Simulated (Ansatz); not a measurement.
# BHF₂: basis-set convergence

An exercise on one series of results from a longer session: the logs are not shown, and one member is left open.

Program: Ansatz 0.2.0, Gaussian basis. Level of theory: one geometry, several basis sets. These are calculated values, not measurements.

Levels to be run: PBE0-D4/def2-SVP; ωB97M-V/def2-SVP; PBE0-D4/def2-QZVPP; ωB97M-V/def2-QZVPP; CCSD(T)/cc-pV(D+d)Z; CCSD(T)/cc-pV(T+d)Z; CCSD(T)/cc-pV(Q+d)Z; the functionals' def2-TZVPP values are taken from earlier runs.

**The geometry**

All runs share one geometry, relaxed beforehand with PBE0-D4 in a triple-zeta def2 set.

SMILES `FBF`, 4 atoms, charge 0, spin multiplicity 1.

Atoms are counted from 1 here; the program's logs count them from 0.

Bond lengths: F1–B2 1.313 Å, B2–F3 1.313 Å, B2–H4 1.191 Å. Angles: F1–B2–F3 118.1°, F1–B2–H4 121.0°, F3–B2–H4 121.0°.

Set-up of the first run:

File in.yaml:

```yaml
crystal:
  periodic: [false, false, false]
  atoms:
    - {symbol: F, position_ang: [1.154269, 0.456937, -0.361900]}
    - {symbol: B, position_ang: [-0.001854, -0.031047, 0.025217]}
    - {symbol: F, position_ang: [-1.095412, 0.528685, -0.438931]}
    - {symbol: H, position_ang: [-0.056993, -0.954565, 0.775613]}
basis:
  gaussian: {orbitals: def2-SVP}
hamiltonian: {xc: pbe0, dispersion: d4}
output: {orbitals: {seedname: orbitals}}
```

Among the steps run: PBE0-D4 in def2-SVP; ωB97M-V in def2-SVP; PBE0-D4 in def2-QZVPP; ωB97M-V in def2-QZVPP.

One table of the session follows, with a row left open; its other results are not shown here.

```
functional       basis  HOMO (eV)  LUMO (eV)
   PBE0-D4    def2-SVP     -10.72      -0.06
   PBE0-D4  def2-TZVPP     -10.86      -0.32
   PBE0-D4  def2-QZVPP     -10.88      -0.40
   ωB97M-V    def2-SVP     -13.09       2.11
   ωB97M-V  def2-TZVPP          ?          ?
   ωB97M-V  def2-QZVPP     -13.30       1.33
```

Estimate the missing values for ωB97M-V, def2-TZVPP.

As computed: HOMO (eV): -13.27; LUMO (eV): 1.61. In the column «HOMO (eV)» it lies between ωB97M-V, def2-QZVPP (-13.30) and ωB97M-V, def2-SVP (-13.09).
